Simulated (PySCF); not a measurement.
Compound: C5H12P (charge +1).
Z-matrix (Å and degrees, PBE0-D3(BJ)/def2-SVP geometry), rows numbered from 1:
```
C 
P   1  1.7966
C   2  1.7967  1  111.05
C   2  1.7769  1  111.77  3   125.63
C   4  1.5117  2  119.80  1   150.89
C   5  1.4865  4   60.59  2  -108.59
H   1  1.0999  2  110.11  3    57.56
H   1  1.1003  2  109.25  3   -62.47
H   1  1.0995  2  109.38  3   178.00
H   2  1.4119  1  107.72  3  -117.77
H   3  1.0998  2  110.23  1   -59.26
H   3  1.1001  2  109.26  1    60.84
H   3  1.0994  2  109.32  1  -179.73
H   4  1.0964  2  112.74  1   -63.36
H   5  1.0944  4  118.87  6   108.20
H   5  1.0922  4  116.00  6  -110.08
H   6  1.0925  4  116.13  5   110.16
H   6  1.0944  4  118.69  5  -108.07
```

NICS = −σ at a ghost point: NICS(0) at the centroid of the ring atoms, NICS(1) 1 Å to either side along the normal of their mean plane, zz for the tensor component along that normal. Level: GIAO KT3/pcSseg-1 (PySCF, non-relativistic, gas phase) on the PBE0-D3(BJ)/def2-SVP geometry, one conformer.

Ring bond lengths (Å): C4–C5 1.512, C5–C6 1.487, C6–C4 1.513.

Q: What do the NICS probes read (ppm)?

A: 
```json
{"ring": "C4–C5–C6", "type": "3-membered carbocycle; formal bonds all single", "NICS(0)": "-42.4", "NICS(1), two faces": "-7.5 / -8.6", "NICS(1)zz, two faces": "-21.8 / -20.6", "rms pucker (Å)": "0.00", "centre to ring atoms, mean (Å)": "0.87"}
```

Q: What do they say, and how far can they be read as aromaticity?

A: 
- C4–C5–C6: mean NICS(1)zz -21.2 ppm, shielded. C4, C5, C6 have four or more neighbours, and the NICS criterion for π rings isn't applied. NICS(0) lies 34 ppm below the mean NICS(1).

Q: What is the mean of the two in-plane components of NICS at the second NICS(1) probe listed for ring C4–C5–C6, 1 Å off the ring?

A: The isotropic value is a third of the trace: (3 × -8.6 − (-20.6))/2 = -2.6 ppm.

Q: How do the values depend on the level or the medium?

A: 
```json
{"level": "KT3/pcSseg-1, gas", "NICS(0), C4–C5–C6": "-42.4", "mean NICS(1)zz, C4–C5–C6": "-21.2"}
{"level": "PBE0/pcSseg-1, gas", "NICS(0), C4–C5–C6": "-44.2", "mean NICS(1)zz, C4–C5–C6": "-22.6"}
{"level": "PBE0/pcSseg-1, IEF-PCM dimethylsulfoxide", "NICS(0), C4–C5–C6": "-44.4", "mean NICS(1)zz, C4–C5–C6": "-22.6"}
```

The geometry is the same throughout; the continuum's cavity takes Bondi-type radii × 1.2.

Time: 26 s; peak memory 0.65 GiB. Hardware: one thread of an Arm Neoverse V2, no GPU, shared host with 96 logical CPUs at a one-minute load of 66. This is the whole shielding run at KT3/pcSseg-1, SCF included.
